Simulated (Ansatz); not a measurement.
Mulliken charges of `N=CC(N)=O` from r2SCAN/def2-TZVPP in Ansatz (PBE0-D4/def2-TZVP geometry).

| atom | x (Å) | y (Å) | z (Å) | charge (e) |
| --- | --- | --- | --- | --- |
| N1 | -0.292 | 1.543 | 0.135 | -0.311 |
| C2 | 0.494 | 0.725 | -0.418 | 0.017 |
| C3 | 0.336 | -0.758 | -0.205 | 0.321 |
| N4 | -0.687 | -1.092 | 0.599 | -0.286 |
| O5 | 1.098 | -1.535 | -0.742 | -0.371 |
| H6 | -0.065 | 2.508 | -0.099 | 0.163 |
| H7 | 1.330 | 0.982 | -1.074 | 0.085 |
| H8 | -0.869 | -2.059 | 0.797 | 0.191 |
| H9 | -1.257 | -0.361 | 0.991 | 0.192 |

By hand: the dipole of these point charges (1 e Å = 4.8032 D).

Σ q r = (-0.309, 0.201, 0.224) e Å, of length 0.431 e Å = 2.07 D.

How does the dipole of the full density compare? (An estimate is asked.)

The calculation gave: (-0.312, 0.383, 0.216) e Å, 2.59 D; the point charges give 0.80 times that, at 18° from its direction.

Point charges leave out the atoms' own dipoles, such as those of lone pairs, and Mulliken's split depends on the basis, so the two needn't agree.
